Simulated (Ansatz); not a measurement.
## How well does each level of theory give the lattice parameter a of zinc-blende InP?

Reference value: 5.858 Å (measured, static lattice: zero-point anharmonic expansion removed; as tabulated in Mejia-Rodriguez and Trickey (2018), arXiv:1807.09216).

Problem. Which of these levels comes closest to the reference?
(A) r²SCAN (Ansatz, an electronic-structure program)
(B) Hartree–Fock (Ansatz)
(C) PBE (Ansatz)

Solution. A, r²SCAN (Ansatz)

```json
[
 {"level (code)": "PBE (Ansatz)", "value (Å)": "5.959", "error (%)": "+1.72"},
 {"level (code)": "r²SCAN (Ansatz)", "value (Å)": "5.907", "error (%)": "+0.84"},
 {"level (code)": "Hartree–Fock (Ansatz)", "value (Å)": "5.979", "error (%)": "+2.07"}
]
```

Of the ranked levels r²SCAN (+0.84 %) comes nearest. Farthest off among them: Hartree–Fock (+2.07 %). Every level misses the reference by more than 0.3 %. Even the nearest is off by 0.84 %.

Cutoffs and k meshes differ between the levels. Ansatz's density-functional and Hartree–Fock values are scalar-relativistic unless marked +SOC, with PAW data made under PBE.

Differences are worked out from the printed values.
